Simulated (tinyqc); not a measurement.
Inside a calculation (part 1 of 2). Method: MP2 on RHF in the sto-3g basis, frozen core, for CH3-, spin multiplicity 1. The basis has no diffuse functions, so it cannot describe the extra electron: this is an exercise in the method, not the real anion. Computed by tinyqc, a small Python program that keeps every step (integrals from PySCF). Settings: charge = -1, multiplicity = 1, basis = sto-3g, method = RHF, frozen orbitals = 1, energy threshold = 1e-10, iteration cap = 63, orthogonalisation = symmetric, start = Wolfsberg-Helmholz matrix, DIIS depth = 6. Command: `OMP_NUM_THREADS=1 python tinyqc.py 23626 23627 out.jsonl` (the two numbers bound the seeds that draw the settings). One thread of a shared host (Intel(R) Xeon(R) Processor @ 2.60GHz), about 0.1 s of CPU time with the checks. The early iterations of the SCF are left out here.

## One-electron integrals

Geometry (angstrom):
```
atom,x,y,z
C,0.000000,0.000000,0.027000
H,1.078000,0.000000,0.000000
H,-0.539000,0.933000,0.000000
H,-0.539000,-0.933000,0.000000
```

Basis sto-3g: exponents (1/bohr^2) and contraction coefficients of normalised primitives:
```
element,l (shell),exponent,coefficient
C,s (1),71.616837,0.154329
C,s (1),13.045096,0.535328
C,s (1),3.530512,0.444635
C,s (2),2.941249,-0.099967
C,s (2),0.683483,0.399513
C,s (2),0.222290,0.700115
C,p (3),2.941249,0.155916
C,p (3),0.683483,0.607684
C,p (3),0.222290,0.391957
H,s (1),3.425251,0.154329
H,s (1),0.623914,0.535328
H,s (1),0.168855,0.444635
```

Overlap, kinetic and nuclear-attraction integrals over the contracted functions; the nuclear repulsion is the sum of Za Zb / Rab.

nuclear repulsion = 9.68643930 hartree

overlap S, lower triangle:
```
,1C 1s,1C 2s,1C 2px,1C 2py,1C 2pz,2H 1s,3H 1s,4H 1s
1C 1s,1.000000
1C 2s,0.248362,1.000000
1C 2px,0.000000,0.000000,1.000000
1C 2py,0.000000,0.000000,0.000000,1.000000
1C 2pz,0.000000,0.000000,0.000000,0.000000,1.000000
2H 1s,0.063995,0.497484,0.471099,0.000000,-0.011799,1.000000
3H 1s,0.064069,0.497772,-0.235743,0.408067,-0.011809,0.147753,1.000000
4H 1s,0.064069,0.497772,-0.235743,-0.408067,-0.011809,0.147753,0.147955,1.000000
```

kinetic energy T (hartree), lower triangle:
```
,1C 1s,1C 2s,1C 2px,1C 2py,1C 2pz,2H 1s,3H 1s,4H 1s
1C 1s,15.891122
1C 2s,-0.085890,0.472250
1C 2px,0.000000,0.000000,1.477728
1C 2py,0.000000,0.000000,0.000000,1.477728
1C 2pz,0.000000,0.000000,0.000000,0.000000,1.477728
2H 1s,-0.010087,0.110708,0.268317,0.000000,-0.006720,0.760032
3H 1s,-0.010067,0.110875,-0.134376,0.232603,-0.006731,-0.007878,0.760032
4H 1s,-0.010067,0.110875,-0.134376,-0.232603,-0.006731,-0.007878,-0.007859,0.760032
```

nuclear attraction V (hartree), lower triangle:
```
,1C 1s,1C 2s,1C 2px,1C 2py,1C 2pz,2H 1s,3H 1s,4H 1s
1C 1s,-35.125397
1C 2s,-4.557981,-6.618711
1C 2px,0.000024,0.000197,-6.641843
1C 2py,0.000000,0.000000,0.000000,-6.641835
1C 2pz,0.001301,0.013207,-0.000006,0.000000,-6.447319
2H 1s,-1.196558,-2.808322,-2.466198,0.000000,0.064998,-4.671028
3H 1s,-1.197982,-2.810448,1.234432,-2.136680,0.065065,-0.768737,-4.672358
4H 1s,-1.197982,-2.810448,1.234432,2.136680,0.065065,-0.768737,-0.769814,-4.672358
```

core Hamiltonian H = T + V (hartree), lower triangle:
```
,1C 1s,1C 2s,1C 2px,1C 2py,1C 2pz,2H 1s,3H 1s,4H 1s
1C 1s,-19.234275
1C 2s,-4.643871,-6.146461
1C 2px,0.000024,0.000197,-5.164115
1C 2py,0.000000,0.000000,0.000000,-5.164107
1C 2pz,0.001301,0.013207,-0.000006,0.000000,-4.969590
2H 1s,-1.206645,-2.697614,-2.197881,0.000000,0.058278,-3.910996
3H 1s,-1.208049,-2.699573,1.100056,-1.904077,0.058333,-0.776616,-3.912326
4H 1s,-1.208049,-2.699573,1.100056,1.904077,0.058333,-0.776616,-0.777673,-3.912326
```

## Two-electron integrals

Functions are numbered as in S; the eight-fold symmetry (ij|kl) = (ji|kl) = (kl|ij) leaves the list below.

Two-electron integrals (ij|kl) in chemists' order, unique and non-zero (hartree):
```
i,j,k,l,(ij|kl)
1,1,1,1,3.541948
2,1,1,1,0.576921
2,1,2,1,0.111888
2,2,1,1,0.854682
2,2,2,1,0.205284
2,2,2,2,0.624709
3,1,3,1,0.020296
3,2,3,1,0.030858
3,2,3,2,0.137996
3,3,1,1,0.852436
3,3,2,1,0.205335
3,3,2,2,0.624568
3,3,3,3,0.672833
4,1,4,1,0.020296
4,2,4,1,0.030858
4,2,4,2,0.137996
4,3,4,3,0.036269
4,4,1,1,0.852436
4,4,2,1,0.205335
4,4,2,2,0.624568
4,4,3,3,0.600295
4,4,4,4,0.672833
5,1,5,1,0.020296
5,2,5,1,0.030858
5,2,5,2,0.137996
5,3,5,3,0.036269
5,4,5,4,0.036269
5,5,1,1,0.852436
5,5,2,1,0.205335
5,5,2,2,0.624568
5,5,3,3,0.600295
5,5,4,4,0.600295
5,5,5,5,0.672833
6,1,1,1,0.149961
6,1,2,1,0.028887
6,1,2,2,0.052831
6,1,3,1,0.001780
6,1,3,2,0.003292
6,1,3,3,0.053211
6,1,4,4,0.052650
6,1,5,1,-0.000045
6,1,5,2,-0.000082
6,1,5,3,-0.000014
6,1,5,5,0.052650
6,1,6,1,0.007629
6,2,1,1,0.338637
6,2,2,1,0.082319
6,2,2,2,0.273158
6,2,3,1,0.007831
6,2,3,2,0.052523
6,2,3,3,0.285579
6,2,4,4,0.266818
6,2,5,1,-0.000196
6,2,5,2,-0.001316
6,2,5,3,-0.000470
6,2,5,5,0.266830
6,2,6,1,0.022135
6,2,6,2,0.152926
6,3,1,1,0.280369
6,3,2,1,0.069073
6,3,2,2,0.243051
6,3,3,1,0.014392
6,3,3,2,0.088333
6,3,3,3,0.267419
6,3,4,4,0.230735
6,3,5,1,-0.000144
6,3,5,2,-0.001093
6,3,5,3,-0.000657
6,3,5,5,0.230745
6,3,6,1,0.019505
6,3,6,2,0.161815
6,3,6,3,0.187635
6,4,4,1,0.008630
6,4,4,2,0.044683
6,4,4,3,0.010455
6,4,5,4,-0.000262
6,4,6,4,0.019499
6,5,1,1,-0.007022
6,5,2,1,-0.001730
6,5,2,2,-0.006088
6,5,3,1,-0.000144
6,5,3,2,-0.001093
6,5,3,3,-0.006174
6,5,4,4,-0.005779
6,5,5,1,0.008634
6,5,5,2,0.044710
6,5,5,3,0.010465
6,5,5,5,-0.006303
6,5,6,1,-0.000489
6,5,6,2,-0.004053
6,5,6,3,-0.004211
6,5,6,5,0.019604
6,6,1,1,0.478878
6,6,2,1,0.118418
6,6,2,2,0.444564
6,6,3,1,0.014794
6,6,3,2,0.130773
6,6,3,3,0.491514
6,6,4,4,0.420821
6,6,5,1,-0.000371
6,6,5,2,-0.003275
6,6,5,3,-0.001771
6,6,5,5,0.420866
6,6,6,1,0.032381
6,6,6,2,0.307916
6,6,6,3,0.360849
6,6,6,5,-0.009038
6,6,6,6,0.774606
7,1,1,1,0.150139
7,1,2,1,0.028921
7,1,2,2,0.052893
7,1,3,1,-0.000891
7,1,3,2,-0.001648
7,1,3,3,0.052852
7,1,4,1,0.001543
7,1,4,2,0.002853
7,1,4,3,-0.000243
7,1,4,4,0.053132
7,1,5,1,-0.000045
7,1,5,2,-0.000083
7,1,5,3,0.000007
7,1,5,4,-0.000012
7,1,5,5,0.052712
7,1,6,1,0.007387
7,1,6,2,0.020773
7,1,6,3,0.017000
7,1,6,4,0.000762
7,1,6,5,-0.000459
7,1,6,6,0.029674
7,1,7,1,0.007647
7,2,1,1,0.338898
7,2,2,1,0.082382
7,2,2,2,0.273349
7,2,3,1,-0.003920
7,2,3,2,-0.026289
7,2,3,3,0.271703
7,2,4,1,0.006786
7,2,4,2,0.045505
7,2,4,3,-0.008130
7,2,4,4,0.281079
7,2,5,1,-0.000196
7,2,5,2,-0.001317
7,2,5,3,0.000235
7,2,5,4,-0.000407
7,2,5,5,0.267018
7,2,6,1,0.020765
7,2,6,2,0.111209
7,2,6,3,0.091636
7,2,6,4,0.013134
7,2,6,5,-0.002865
7,2,6,6,0.176392
7,2,7,1,0.022177
7,2,7,2,0.153116
7,3,1,1,-0.140330
7,3,2,1,-0.034572
7,3,2,2,-0.121643
7,3,3,1,0.010081
7,3,3,2,0.055647
7,3,3,3,-0.127921
7,3,4,1,-0.002497
7,3,4,2,-0.018915
7,3,4,3,0.012478
7,3,4,4,-0.121397
7,3,5,1,0.000072
7,3,5,2,0.000547
7,3,5,3,-0.000361
7,3,5,4,0.000171
7,3,5,5,-0.115484
7,3,6,1,-0.007839
7,3,6,2,-0.034452
7,3,6,3,-0.016129
7,3,6,4,-0.003036
7,3,6,5,0.000869
7,3,6,6,-0.043193
7,3,7,1,-0.009774
7,3,7,2,-0.081030
7,3,7,3,0.061638
7,4,1,1,0.242908
7,4,2,1,0.059843
7,4,2,2,0.210562
7,4,3,1,-0.002497
7,4,3,2,-0.018915
7,4,3,3,0.203311
7,4,4,1,0.012961
7,4,4,2,0.077461
7,4,4,3,-0.011151
7,4,4,4,0.228254
7,4,5,1,-0.000125
7,4,5,2,-0.000947
7,4,5,3,0.000171
7,4,5,4,-0.000559
7,4,5,5,0.199901
7,4,6,1,0.015093
7,4,6,2,0.085900
7,4,6,3,0.070249
7,4,6,4,0.022695
7,4,6,5,-0.002167
7,4,6,6,0.136398
7,4,7,1,0.016919
7,4,7,2,0.140262
7,4,7,3,-0.072891
7,4,7,4,0.145701
7,5,1,1,-0.007029
7,5,2,1,-0.001732
7,5,2,2,-0.006093
7,5,3,1,0.000072
7,5,3,2,0.000547
7,5,3,3,-0.005884
7,5,4,1,-0.000125
7,5,4,2,-0.000947
7,5,4,3,0.000171
7,5,4,4,-0.006081
7,5,5,1,0.008642
7,5,5,2,0.044748
7,5,5,3,-0.005239
7,5,5,4,0.009068
7,5,5,5,-0.006309
7,5,6,1,-0.000459
7,5,6,2,-0.002866
7,5,6,3,-0.002312
7,5,6,4,-0.000332
7,5,6,5,0.013372
7,5,6,6,-0.004839
7,5,7,1,-0.000490
7,5,7,2,-0.004059
7,5,7,3,0.002109
7,5,7,4,-0.003651
7,5,7,5,0.019634
7,6,1,1,0.091417
7,6,2,1,0.022274
7,6,2,2,0.076128
7,6,3,1,0.000887
7,6,3,2,0.006265
7,6,3,3,0.076825
7,6,4,1,0.001537
7,6,4,2,0.010849
7,6,4,3,0.000396
7,6,4,4,0.077281
7,6,5,1,-0.000089
7,6,5,2,-0.000628
7,6,5,3,-0.000083
7,6,5,4,-0.000144
7,6,5,5,0.074207
7,6,6,1,0.005840
7,6,6,2,0.038176
7,6,6,3,0.037342
7,6,6,4,0.004078
7,6,6,5,-0.001112
7,6,6,6,0.071672
7,6,7,1,0.005846
7,6,7,2,0.038197
7,6,7,3,-0.015151
7,6,7,4,0.034385
7,6,7,5,-0.001113
7,6,7,6,0.011514
7,7,1,1,0.479076
7,7,2,1,0.118465
7,7,2,2,0.444701
7,7,3,1,-0.007405
7,7,3,2,-0.065440
7,7,3,3,0.438646
7,7,4,1,0.012818
7,7,4,2,0.113275
7,7,4,3,-0.030630
7,7,4,4,0.473970
7,7,5,1,-0.000371
7,7,5,2,-0.003278
7,7,5,3,0.000886
7,7,5,4,-0.001534
7,7,5,5,0.420995
7,7,6,1,0.029651
7,7,6,2,0.176319
7,7,6,3,0.139688
7,7,6,4,0.030814
7,7,6,5,-0.004836
7,7,6,6,0.281897
7,7,7,1,0.032432
7,7,7,2,0.308136
7,7,7,3,-0.180607
7,7,7,4,0.312627
7,7,7,5,-0.009047
7,7,7,6,0.071672
7,7,7,7,0.774606
8,1,1,1,0.150139
8,1,2,1,0.028921
8,1,2,2,0.052893
8,1,3,1,-0.000891
8,1,3,2,-0.001648
8,1,3,3,0.052852
8,1,4,1,-0.001543
8,1,4,2,-0.002853
8,1,4,3,0.000243
8,1,4,4,0.053132
8,1,5,1,-0.000045
8,1,5,2,-0.000083
8,1,5,3,0.000007
8,1,5,4,0.000012
8,1,5,5,0.052712
8,1,6,1,0.007387
8,1,6,2,0.020773
8,1,6,3,0.017000
8,1,6,4,-0.000762
8,1,6,5,-0.000459
8,1,6,6,0.029674
8,1,7,1,0.007396
8,1,7,2,0.020790
8,1,7,3,-0.009170
8,1,7,4,0.014347
8,1,7,5,-0.000459
8,1,7,6,0.005548
8,1,7,7,0.029687
8,1,8,1,0.007647
8,2,1,1,0.338898
8,2,2,1,0.082382
8,2,2,2,0.273349
8,2,3,1,-0.003920
8,2,3,2,-0.026289
8,2,3,3,0.271703
8,2,4,1,-0.006786
8,2,4,2,-0.045505
8,2,4,3,0.008130
8,2,4,4,0.281079
8,2,5,1,-0.000196
8,2,5,2,-0.001317
8,2,5,3,0.000235
8,2,5,4,0.000407
8,2,5,5,0.267018
8,2,6,1,0.020765
8,2,6,2,0.111209
8,2,6,3,0.091636
8,2,6,4,-0.013134
8,2,6,5,-0.002865
8,2,6,6,0.176392
8,2,7,1,0.020790
8,2,7,2,0.111298
8,2,7,3,-0.057260
8,2,7,4,0.072820
8,2,7,5,-0.002868
8,2,7,6,0.029504
8,2,7,7,0.176468
8,2,8,1,0.022177
8,2,8,2,0.153116
8,3,1,1,-0.140330
8,3,2,1,-0.034572
8,3,2,2,-0.121643
8,3,3,1,0.010081
8,3,3,2,0.055647
8,3,3,3,-0.127921
8,3,4,1,0.002497
8,3,4,2,0.018915
8,3,4,3,-0.012478
8,3,4,4,-0.121397
8,3,5,1,0.000072
8,3,5,2,0.000547
8,3,5,3,-0.000361
8,3,5,4,-0.000171
8,3,5,5,-0.115484
8,3,6,1,-0.007839
8,3,6,2,-0.034452
8,3,6,3,-0.016129
8,3,6,4,0.003036
8,3,6,5,0.000869
8,3,6,6,-0.043193
8,3,7,1,-0.009170
8,3,7,2,-0.057260
8,3,7,3,0.042165
8,3,7,4,-0.036680
8,3,7,5,0.001445
8,3,7,6,-0.011573
8,3,7,7,-0.096651
8,3,8,1,-0.009774
8,3,8,2,-0.081030
8,3,8,3,0.061638
8,4,1,1,-0.242908
8,4,2,1,-0.059843
8,4,2,2,-0.210562
8,4,3,1,0.002497
8,4,3,2,0.018915
8,4,3,3,-0.203311
8,4,4,1,0.012961
8,4,4,2,0.077461
8,4,4,3,-0.011151
8,4,4,4,-0.228254
8,4,5,1,0.000125
8,4,5,2,0.000947
8,4,5,3,-0.000171
8,4,5,4,-0.000559
8,4,5,5,-0.199901
8,4,6,1,-0.015093
8,4,6,2,-0.085900
8,4,6,3,-0.070249
8,4,6,4,0.022695
8,4,6,5,0.002167
8,4,6,6,-0.136398
8,4,7,1,-0.014347
8,4,7,2,-0.072820
8,4,7,3,0.036680
8,4,7,4,-0.035515
8,4,7,5,0.001837
8,4,7,6,-0.020032
8,4,7,7,-0.105603
8,4,8,1,-0.016919
8,4,8,2,-0.140262
8,4,8,3,0.072891
8,4,8,4,0.145701
8,5,1,1,-0.007029
8,5,2,1,-0.001732
8,5,2,2,-0.006093
8,5,3,1,0.000072
8,5,3,2,0.000547
8,5,3,3,-0.005884
8,5,4,1,0.000125
8,5,4,2,0.000947
8,5,4,3,-0.000171
8,5,4,4,-0.006081
8,5,5,1,0.008642
8,5,5,2,0.044748
8,5,5,3,-0.005239
8,5,5,4,-0.009068
8,5,5,5,-0.006309
8,5,6,1,-0.000459
8,5,6,2,-0.002866
8,5,6,3,-0.002312
8,5,6,4,0.000332
8,5,6,5,0.013372
8,5,6,6,-0.004839
8,5,7,1,-0.000459
8,5,7,2,-0.002868
8,5,7,3,0.001445
8,5,7,4,-0.001837
8,5,7,5,0.013385
8,5,7,6,-0.000835
8,5,7,7,-0.004842
8,5,8,1,-0.000490
8,5,8,2,-0.004059
8,5,8,3,0.002109
8,5,8,4,0.003651
8,5,8,5,0.019634
8,6,1,1,0.091417
8,6,2,1,0.022274
8,6,2,2,0.076128
8,6,3,1,0.000887
8,6,3,2,0.006265
8,6,3,3,0.076825
8,6,4,1,-0.001537
8,6,4,2,-0.010849
8,6,4,3,-0.000396
8,6,4,4,0.077281
8,6,5,1,-0.000089
8,6,5,2,-0.000628
8,6,5,3,-0.000083
8,6,5,4,0.000144
8,6,5,5,0.074207
8,6,6,1,0.005840
8,6,6,2,0.038176
8,6,6,3,0.037342
8,6,6,4,-0.004078
8,6,6,5,-0.001112
8,6,6,6,0.071672
8,6,7,1,0.005548
8,6,7,2,0.029504
8,6,7,3,-0.011573
8,6,7,4,0.020032
8,6,7,5,-0.000835
8,6,7,6,0.009269
8,6,7,7,0.046044
8,6,8,1,0.005846
8,6,8,2,0.038197
8,6,8,3,-0.015151
8,6,8,4,-0.034385
8,6,8,5,-0.001113
8,6,8,6,0.011514
8,7,1,1,0.091541
8,7,2,1,0.022305
8,7,2,2,0.076232
8,7,3,1,-0.001778
8,7,3,2,-0.012552
8,7,3,3,0.077619
8,7,4,4,0.076698
8,7,5,1,-0.000089
8,7,5,2,-0.000629
8,7,5,3,0.000166
8,7,5,5,0.074308
8,7,6,1,0.005549
8,7,6,2,0.029521
8,7,6,3,0.023153
8,7,6,5,-0.000835
8,7,6,6,0.046090
8,7,7,1,0.005855
8,7,7,2,0.038255
8,7,7,3,-0.022255
8,7,7,4,0.030350
8,7,7,5,-0.001115
8,7,7,6,0.009281
8,7,7,7,0.071787
8,7,8,1,0.005855
8,7,8,2,0.038255
8,7,8,3,-0.022255
8,7,8,4,-0.030350
8,7,8,5,-0.001115
8,7,8,6,0.009281
8,7,8,7,0.011547
8,8,1,1,0.479076
8,8,2,1,0.118465
8,8,2,2,0.444701
8,8,3,1,-0.007405
8,8,3,2,-0.065440
8,8,3,3,0.438646
8,8,4,1,-0.012818
8,8,4,2,-0.113275
8,8,4,3,0.030630
8,8,4,4,0.473970
8,8,5,1,-0.000371
8,8,5,2,-0.003278
8,8,5,3,0.000886
8,8,5,4,0.001534
8,8,5,5,0.420995
8,8,6,1,0.029651
8,8,6,2,0.176319
8,8,6,3,0.139688
8,8,6,4,-0.030814
8,8,6,5,-0.004836
8,8,6,6,0.281897
8,8,7,1,0.029687
8,8,7,2,0.176468
8,8,7,3,-0.096651
8,8,7,4,0.105603
8,8,7,5,-0.004842
8,8,7,6,0.046044
8,8,7,7,0.282022
8,8,8,1,0.032432
8,8,8,2,0.308136
8,8,8,3,-0.180607
8,8,8,4,-0.312627
8,8,8,5,-0.009047
8,8,8,6,0.071672
8,8,8,7,0.071787
8,8,8,8,0.774606
```

## Orthogonalisation

S = U s U^T; symmetric (Loewdin) form X = U s^(-1/2) U^T, so that X^T S X = 1.

eigenvalues of S: 0.253355  0.344207  0.344319  0.962794  1.000861  1.507838  1.507996  2.078630

X, lower triangle:
```
,1C 1s,1C 2s,1C 2px,1C 2py,1C 2pz,2H 1s,3H 1s,4H 1s
1C 1s,1.028497
1C 2s,-0.168174,1.457393
1C 2px,0.000015,-0.000280,1.202796
1C 2py,0.000000,0.000000,0.000000,1.202835
1C 2pz,0.000901,-0.010058,0.000007,0.000000,1.000234
2H 1s,0.025803,-0.353586,-0.360198,0.000000,0.008237,1.281262
3H 1s,0.025811,-0.354006,0.180327,-0.312144,0.008249,-0.034325,1.281690
4H 1s,0.025811,-0.354006,0.180327,0.312144,0.008249,-0.034325,-0.034321,1.281690
```

## Iteration 7 (converged): orbitals

converged F (hartree), lower triangle:
```
,1C 1s,1C 2s,1C 2px,1C 2py,1C 2pz,2H 1s,3H 1s,4H 1s
1C 1s,-10.359198
1C 2s,-2.819475,-0.990225
1C 2px,0.000005,0.000188,0.252924
1C 2py,0.000000,0.000000,0.000000,0.252826
1C 2pz,0.002258,0.005990,-0.000009,0.000000,0.227522
2H 1s,-0.739459,-0.512157,-0.228905,0.000000,0.008436,-0.109671
3H 1s,-0.740310,-0.512514,0.114529,-0.198251,0.008440,-0.169411,-0.110052
4H 1s,-0.740310,-0.512514,0.114529,0.198251,0.008440,-0.169411,-0.169622,-0.110052
```

Diagonalise F' = X^T F X, C = X C', fill 5 alpha and 5 beta electrons from the bottom; D = 2 C_occ C_occ^T. Each column has its largest component positive (the first on a tie).

F' = X^T F X (hartree), lower triangle:
```
,1,2,3,4,5,6,7,8
1,-10.116092
2,-1.590815,0.138550
3,-0.000013,-0.000158,0.675216
4,0.000000,0.000000,0.000000,0.675139
5,0.003866,-0.011511,0.000002,0.000000,0.228002
6,-0.115422,-0.452392,-0.544648,0.000000,0.012877,0.412713
7,-0.115723,-0.452776,0.272532,-0.471849,0.012888,-0.065216,0.412953
8,-0.115723,-0.452776,0.272532,0.471849,0.012888,-0.065216,-0.065237,0.412953
```

orbital energies (hartree): MO1 -10.366601, MO2 -0.410470, MO3 -0.097863, MO4 -0.097857, MO5 0.227430, MO6 1.082528, MO7 1.251081, MO8 1.251186

coefficients C:
```
,MO1,MO2,MO3,MO4,MO5,MO6,MO7,MO8
1C 1s,0.991909,-0.210095,-0.000054,0.000000,-0.008341,-0.244938,0.000566,0.000000
1C 2s,0.036889,0.558525,0.000268,0.000000,0.038661,1.487690,-0.003881,0.000000
1C 2px,-0.000006,-0.000168,0.451772,0.000000,-0.000003,0.002398,1.198913,0.000000
1C 2py,0.000000,0.000000,0.000000,0.451846,0.000000,0.000000,0.000000,1.198964
1C 2pz,-0.000471,-0.009015,0.000004,0.000000,0.999325,-0.045174,0.000113,0.000000
2H 1s,-0.007389,0.267129,0.577963,0.000000,-0.009120,-0.739987,-0.972815,0.000000
3H 1s,-0.007395,0.267388,-0.288780,0.500429,-0.009109,-0.737103,0.489251,-0.844362
4H 1s,-0.007395,0.267388,-0.288780,-0.500429,-0.009109,-0.737103,0.489251,0.844362
```

D after iteration 7, lower triangle:
```
,1C 1s,1C 2s,1C 2px,1C 2py,1C 2pz,2H 1s,3H 1s,4H 1s
1C 1s,2.056186
1C 2s,-0.162151,0.629611
1C 2px,0.000009,0.000053,0.408195
1C 2py,0.000000,0.000000,0.000000,0.408329
1C 2pz,-0.013816,0.067164,0.000001,0.000000,1.997465
2H 1s,-0.126814,0.297456,0.522125,0.000000,-0.023032,0.811075
3H 1s,-0.126841,0.297282,-0.261016,0.452233,-0.023022,-0.190679,0.810914
4H 1s,-0.126841,0.297282,-0.261016,-0.452233,-0.023022,-0.190679,-0.190801,0.810914
```

## Convergence

Stop when the energy changes by less than 1e-10 hartree and every element of the error matrix X^T (F D S - S D F) X is below 3e-06.

Course of the cycle:
```
iteration,E (hartree),change,largest element of the error matrix
1,-38.50715053,-,4.79e-01
2,-38.79155926,-2.84e-01,5.40e-02
3,-38.79605185,-4.49e-03,1.03e-02
4,-38.79631963,-2.68e-04,1.36e-03
5,-38.79632364,-4.01e-06,7.35e-05
6,-38.79632365,-9.25e-09,3.75e-06
7,-38.79632365,-1.85e-11,1.07e-07
```

PySCF RHF in the same basis = -38.79632365 hartree

Converged in 7 iterations.
